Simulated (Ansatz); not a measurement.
# UBCCD(T)/6-31G(d) (density fitting with def2-universal-jkfit, aug-cc-pVTZ-rifit for correlation, spherical functions, accuracy low, start density atoms) run of BSiH4 (SMILES [BH][SiH3])

Aim: a structure relaxation of BSiH4. 

Program for the calculation: Ansatz 0.2.0.

3 further runs of the same task are left out: 2 for a known fault of the program, 1 set aside as unsound or not needed. Runs told in other sessions of the task aren't counted.

**1. The system as given**

BSiH4 has 6 atoms, charge 0, and is taken as a doublet. SMILES: `[BH][SiH3]`. The H3–B1 distance was set to 1.042 Å, away from the relaxed value. The run starts from this shape.

Bond lengths: B1–Si2 1.908 Å, B1–H3 1.042 Å, Si2–H4 1.483 Å, Si2–H5 1.476 Å, Si2–H6 1.476 Å. Angles: B1–Si2–H4 119.8°, B1–Si2–H5 111.1°, B1–Si2–H6 111.7°, Si2–B1–H3 148.3°, H4–Si2–H5 103.5°, H4–Si2–H6 103.4°, H5–Si2–H6 106.3°.

**2. A geometry optimisation at UBCCD(T)/6-31G(d) (density fitting with def2-universal-jkfit, aug-cc-pVTZ-rifit for correlation, spherical functions, accuracy low, start density atoms)**

Input file molecule.yaml:

```yaml
crystal:
  periodic: [false, false, false]
  atoms:
    - {symbol: B, position_ang: [0.965337, -0.939155, 0.679225]}
    - {symbol: Si, position_ang: [-0.241893, 0.269325, -0.170505]}
    - {symbol: H, position_ang: [1.206890, -1.921260, 0.929580]}
    - {symbol: H, position_ang: [-1.484643, -0.247495, -0.792385]}
    - {symbol: H, position_ang: [0.419517, 0.993645, -1.273055]}
    - {symbol: H, position_ang: [-0.731073, 1.299555, 0.766165]}
basis:
  gaussian:
    orbitals: 6-31G_st_-spherical.json
    fitting:
      mean_field: def2-universal-jkfit
      correlation: aug-cc-pVTZ-rifit.json
magnetization:
  spin_polarized: true
  initial_magnetization: 1
output:
  orbitals: {seedname: orbitals}
relax:
  max_displacement: 0.1
correlation:
  method: bccd_t
  electrons: outside_noble_gas
hamiltonian:
  pseudopotentials:
    relativity: none
accuracy: low
```

The basis set 6-31G* is read from a file made from the Basis Set Exchange's data (not shown).

Started as:

```console
$ ansatz run molecule.yaml --threads 1 --pin off --max-ram 2610MiB --events-out events.jsonl --progress --plain --runs-dir runs
```

What values should one expect? Wanted: total energy at the end; dipole moment; HOMO energy; LUMO energy; correlation energy; (T) correction; ⟨S²⟩ of the reference determinant.

Answer, from the run:

At UBCCD(T)/6-31G* (density fitting with def2-universal-jkfit, aug-cc-pVTZ-rifit for correlation, spherical functions, accuracy low, start density atoms), 6 core orbitals frozen:

| quantity | value |
| --- | --- |
| total energy at the end | -315.99689 Eh |
| dipole moment (correlated density) | 0.41 D |
| HOMO energy (Hartree–Fock orbitals) (highest over α and β) | -8.93 eV |
| LUMO energy (Hartree–Fock orbitals) (lowest over α and β) | 1.33 eV |
| correlation energy (6 core orbitals frozen) | -170.1 mEh |
| (T) correction | -4.20 mEh |
| ⟨S²⟩ of the reference determinant | 0.756 |

**Reading.** At the final geometry: Bond lengths: B1–Si2 1.994 Å, B1–H3 1.194 Å, Si2–H4 1.498 Å, Si2–H5 1.497 Å, Si2–H6 1.496 Å. Angles: B1–Si2–H4 116.6°, B1–Si2–H5 107.4°, B1–Si2–H6 108.2°, Si2–B1–H3 139.2°, H4–Si2–H5 108.0°, H4–Si2–H6 108.0°, H5–Si2–H6 108.4°. The optimisation took 7 steps and changed the energy by -0.471 eV. The triples make up 2.5 % of the correlation energy. The accuracy setting is loose, so the last digits carry no meaning.
